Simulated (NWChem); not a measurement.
ethylene (C$_{2}$H$_{4}$); SMILES C=C

```xyz
6

C      0.0000     0.6652     0.0000
C      0.0000    -0.6652     0.0000
H      0.9310     1.2406     0.0000
H     -0.9310     1.2406     0.0000
H     -0.9310    -1.2406     0.0000
H      0.9310    -1.2406     0.0000
```
Atoms are numbered in this order, from 1.

Program: NWChem. The geometry was optimised at PBE0/def2-SVP.

For level B3LYP/def2-TZVP:

| Item | Result |
|---|---|
| highest occupied level (eV) | -7.64 |
| orbital gap (eV) | 7.47 |

### Question
How do the values read with level B3LYP/STO-3G instead?

### Answer
| Item | Result |
|---|---|
| highest occupied level (eV) | -5.88 |
| orbital gap (eV) | 9.09 |
